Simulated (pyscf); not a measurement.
A first-order saddle from PySCF, ωB97X-D3(BJ)/def2-SVP:

```xyz
6

Si    -0.0356     0.7414     0.1698
H      0.7427    -0.4156     0.9400
H      0.6210     2.0133     0.5010
H     -1.4726     0.4554     0.2765
Cl     0.8027    -0.1301    -1.5996
H      1.0175    -0.6351    -0.0997
```
Charge +1, spin multiplicity 1.

Surface: singlet, charge 1. Lowest wavenumbers (cm⁻¹): 1352i, 534, 586, 694, 824.

### Question
Which two sides does it connect, and which bonds change?

### Answer
`[SiH3+]` + `[ClH]` ⇌ `[SiH2+][Cl]` + `[H][H]`, a four-centre exchange read from left to right: H–Si, Cl–H broken and Cl–Si, H–H formed. At ωB97M-D3(BJ)/def2-TZVP it lies -0.30 eV from the left side and +0.69 eV from the right (each side as separated species at their lowest minima found). On the reactant side the descent ends in an adduct with a Cl–Si contact, 1.59 eV under the separated species and 1.22 eV under the saddle at ωB97X-D3(BJ)/def2-TZVP. On the product side the descent ends in a bound adduct, 0.47 eV under the separated species and 1.15 eV under the saddle at ωB97X-D3(BJ)/def2-TZVP. At ωB97M-D3(BJ) the saddle lies under the separated reactants, which points to a path from their complex (located at ωB97X-D3(BJ) alone). What is counted as formed (Cl–Si) is already present as a longer contact in the reactant adduct; forming that adduct is a step of its own. This is the saddle that the search found; another between the same sides may lie lower.
